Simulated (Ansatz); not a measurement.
Several settings on one geometry of H2Al(BH4) (AlBH₆) (that of the charge 0 singlet, PBE0-D4/def2-TZVP). Ansatz on 4 threads of AMD EPYC 9R45 on a shared host; times are rough.

```xyz
8

Al   -0.8866   -0.5228   -0.4851
H     0.0767    0.9433   -0.5086
B     0.7992    0.4716    0.4377
H     0.3687   -0.6988    0.7282
H    -0.5813   -1.4172   -1.7447
H    -2.2914   -0.2720    0.1802
H     0.6133    1.1607    1.3963
H     1.9013    0.3353   -0.0039
```

Totals from different functionals, basis sets or treatments of relativity can't be compared as stabilities.

B3LYP takes the VWN-RPA correlation.

The spins typed aren't always the lowest for that charge.

**Question.** Give the basis size and estimate the energy, ⟨S²⟩ and time of these runs.

| run | method | charge | state | further keys |
| --- | --- | --- | --- | --- |
| 1 | UKS ωB97M-V/def2-SVPD | -1 | doublet | fitting: {mean_field: def2-universal-jkfit}; scf: {lower_state_search: off}; forces asked |
| 2 | RKS B3LYP/6-31G | 0 | singlet | scf: {omitted_lower_state_checks: [starts]} |
| 3 | RKS SVWN5/def2-TZVP | 0 | singlet | scf: {lower_state_search: off}; forces asked |

**Answer.** 
| run | functions | energy (Eh) | ⟨S²⟩ | wall time |
| --- | --- | --- | --- | --- |
| 1 | 92 | -270.6850 | 0.75 | 1.2 s |
| 2 | 34 | -270.8422 | – | 0.15 s |
| 3 | 104 | -269.4737 | – | 0.2 s |
